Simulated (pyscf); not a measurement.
Four-centre exchange: `[CH3][SiH2][CH3]` + `[ClH]` -> `[CH3][SiH2][CH3]` + `[ClH]`

Gas phase, singlet surface, charge 0. Bonds broken: C1–H4, Cl12–H13. Bonds formed: C1–H13, H4–Cl12. Optimised with ωB97X-D3(BJ)/def2-SVP in PySCF.

Transition state (Å):

```xyz
13

C      0.8242     0.3719     0.1713
Si    -0.8914     0.9124    -0.5328
C     -0.9622     2.7809    -0.4582
H      0.4445    -0.7714    -0.0607
H      0.8505     0.7227     1.2120
H      1.5773     0.8271    -0.4864
H     -1.9357     0.2801     0.3148
H     -0.9762     0.4058    -1.9273
H     -0.8604     3.1407     0.5777
H     -1.9284     3.1384    -0.8491
H     -0.1618     3.2326    -1.0650
Cl     1.0462    -2.5409     0.0815
H      1.4035    -0.7304     0.3485
```

One imaginary mode, 1596i cm⁻¹; descent along it reached the two sides named.

```tsv
bond	change	reactant side (Å)	saddle	product side
C1–H4	breaks	1.102	1.227	3.4
Cl12–H13	breaks	1.284	1.865	3.0
C1–H13	forms	2.443	1.258	1.101
H4–Cl12	forms	3.4	1.874	1.286
```

Electronic energies relative to the separated reactants (eV):

```
level                   barrier  reaction energy  reverse barrier
----------------------  -------  ---------------  ---------------
ωB97X-D3(BJ)/def2-TZVP     2.41             0.00             2.41
PBE/def2-TZVP              2.04             0.00             2.04
r²SCAN/def2-TZVP           2.15             0.00             2.15
B3LYP-D3(BJ)/def2-TZVP     2.28             0.00             2.28
PBE0-D3(BJ)/def2-TZVP      2.16             0.00             2.16
M06-2X/def2-TZVP           2.36             0.00             2.36
ωB97M-D3(BJ)/def2-TZVP     2.38             0.00             2.38
HF/def2-TZVP               3.13             0.00             3.13
```

With ωB97M-D3(BJ)/def2-TZVP energies and thermal terms (ideal gas, 1 atm, RRHO with modes under 100 cm⁻¹ raised to 100, one conformer, R ln 2 for chiral ones without a mode under 150 cm⁻¹), in eV:

```csv
T (K),ΔH‡,ΔG‡,ΔH,ΔG
298,2.29,2.69,0.00,0.00
600,2.29,3.09,0.00,0.00
900,2.31,3.49,0.00,0.00
1200,2.34,3.87,0.00,0.00
```

The same reactants have a lower exit, to CH₄ + H₃C–SiH₂–Cl (barrier +1.60 eV at ωB97M-D3(BJ)/def2-TZVP, against +2.38 eV here). One saddle was located; it need not be the lowest between these sides.
